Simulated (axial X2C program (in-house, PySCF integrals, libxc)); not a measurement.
**Estimating the spin–orbit splitting of the π levels of Cl₂**

Calculated with an in-house relativistic program for diatomic molecules. Spin-free means the one-electron spin-free X2C Hamiltonian; two-component (2c) means X2C with spin–orbit coupling and atomic mean-field two-electron Coulomb and Gaunt terms, so the difference of the two also holds small scalar two-electron terms. Basis: Cl dyall-av3z [9s8p3d2f] (cores contracted in-house); Gaussian nuclei, density fitting, unrestricted open shells. Masses: Cl 34.969 u.

Hartree–Fock at 2.000 Å, closed shell. Valence p splittings ε(p3/2) − ε(p1/2) of spherical Dirac–Hartree–Fock atoms with fractionally filled p shells: Cl 3p 0.140 eV.

```csv
"filled π level (eV), spin-free",Cl p share
-15.45,0.96
-12.10,0.90
```

**Question.** In first order a p shell splits by 3ζ/2 and a π orbital by ζ. Estimate the splitting of each π level from the shares.

**Answer.** level -15.45 eV: (2/3) × (0.96 × 0.140) = 0.09 eV; level -12.10 eV: (2/3) × (0.90 × 0.140) = 0.08 eV.

The two-component Hartree–Fock calculation gives:

```tsv
ε(ω = 1/2) (eV)	σ share of it	ε(ω = 3/2) (eV)	splitting (eV)	estimate (eV)
-15.493	0.00	-15.406	0.09	0.09
-12.145	0.00	-12.045	0.10	0.08
```

The estimate leaves out the mixing of π1/2 with σ1/2 levels, which pushes the ω = 1/2 spinor up or down, the d and f parts of the orbital, small shares of the strongly split outer-core p shell of a metal, the Gaunt term (absent from the atomic values), and the change of the atomic p orbitals with charge; Löwdin shares depend on the basis.
